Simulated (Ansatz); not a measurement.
**NaC (doublet): from Hartree-Fock to the top rungs, def2-TZVPP**

One table from this session's results is given with a row withheld; the runs are named, their logs left out.

The runs use Ansatz 0.2.0, Gaussian basis; def2-TZVPP, core rule «outside noble gas», up to 6 orbitals frozen.

The runs, in order: UHF; ROHF; CCSD(T) on UHF.

2 further runs of the same task are left out: 2 set aside as unsound or not needed.

### The system

The geometry is a PBE0/def2-TZVP stationary point (not a proven minimum) of the parent state, kept for this charge and spin.

2 atoms, charge 0, spin multiplicity 2.

Atoms are counted from 1 here; the program's logs count them from 0.

Bond lengths: C1–Na2 2.711 Å.

Set-up of the first run:

Contents of in.yaml:

```yaml
crystal:
  periodic: [false, false, false]
  atoms:
    - {symbol: C, position_ang: [0.000000, 0.000000, 0.000000]}
    - {symbol: Na, position_ang: [0.000000, 0.000000, 2.711400]}
basis:
  gaussian: {orbitals: def2-TZVPP}
magnetization: {spin_polarized: true, initial_magnetization: 1}
hamiltonian: {xc: hf}
output: {orbitals: {seedname: orbitals}}
```

Run with:

```console
$ ansatz run in.yaml --threads 1 --pin off --events-out ev --progress --plain --max-ram 2816MiB --backend cpu
```

Steps of the session up to this table: UHF; ROHF; CCSD(T) on UHF.

One table of the session follows, with a row left open; its other results are not shown here.

It belongs to the step «Misses and costs». 

```
  method  from UCCSD(T) (kcal/mol)
    ROHF                   +101.49
     UHF                    +77.70
    UMP2                    +24.06
   UCCSD                         ?
UCCSD(T)                         0
```

Q: Estimate the row for UCCSD from the others.

As computed: from UCCSD(T) (kcal/mol): +5.84. In the column «from UCCSD(T) (kcal/mol)» it lies between UCCSD(T) (0) and UMP2 (+24.06).

The program flags UCCSD(T) as in doubt (see the logs), so the zero of the table is itself unsure.

To keep in mind: The determinant is far from a pure spin state, so its energy mixes those of several spin states (harmless only where they are near-degenerate, as at dissociation). The program flags UCCSD(T) as in doubt, so the zero of the table is itself unsure.
